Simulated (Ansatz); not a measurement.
# AlBH: the cost of one run

The runs use Ansatz 0.2.0, Gaussian basis; def2-QZVPP, core rule «outside noble gas», up to 6 orbitals frozen.

To be run: UHF; ROHF; CCSD(T) on UHF.

2 further runs of the same task are left out: 2 set aside as unsound or not needed.

## Step 1: The geometry

The geometry is a PBE0/def2-TZVP stationary point (not a proven minimum) of the parent state, kept for this charge and spin.

3 atoms, charge 0, spin multiplicity 4.

Atoms are counted from 1 here; the program's logs count them from 0.

Bond lengths: B1–Al2 2.077 Å, Al2–H3 1.601 Å. Angles: B1–Al2–H3 125.0°.

As a file:

```
B     0.0000   -0.1388    1.5159
Al    0.0000    0.0968   -0.5473
H     0.0000   -1.1027   -1.6081
```

## Step 2: UHF

Input file in.yaml:

```yaml
crystal:
  periodic: [false, false, false]
  atoms:
    - {symbol: B, position_ang: [0.000000, -0.138799, 1.515922]}
    - {symbol: Al, position_ang: [0.000000, 0.096806, -0.547327]}
    - {symbol: H, position_ang: [0.000000, -1.102664, -1.608146]}
basis:
  gaussian: {orbitals: "def2-QZVPP.json"}
magnetization: {spin_polarized: true, initial_magnetization: 3}
hamiltonian: {xc: hf}
output: {orbitals: {seedname: orbitals}}
```

On the command line:

```bash
ansatz run in.yaml --threads 1 --pin off --events-out ev --progress --plain --max-ram 2393MiB
```

What time and memory should one allow on 1 thread of Intel Xeon Platinum 8259CL at 2.50GHz, shared host?

About 9.5 s, with a peak of 0.3 GiB.
